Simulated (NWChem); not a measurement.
System: SiH$_{2}$ cation, doublet

```xyz
3

Si     0.0000     0.0000     0.1831
H      1.2878     0.0000    -0.5727
H     -1.2878     0.0000    -0.5727
```
Atoms are numbered in this order, from 1.

Program: NWChem. Spin-unrestricted. In the optimisation the excess spin sits in a1 (C2v, its own frame). All runs use the structure optimised with B3LYP/6-31G* (spherical d), spin-unrestricted. No stability test was run on the SCF state. Fermi-contact couplings, non-relativistic, static geometry.

Problem. Predict the results for PBE0/IGLO-III. Quantities: A(iso) 29Si atom 1 (MHz); A(iso) 1H atom 3 (MHz); <S²>.

Solution. 
```json
{
 "A(iso) 29Si atom 1 (MHz)": "-766",
 "A(iso) 1H atom 3 (MHz)": "183",
 "<S²>": "0.752"
}
```
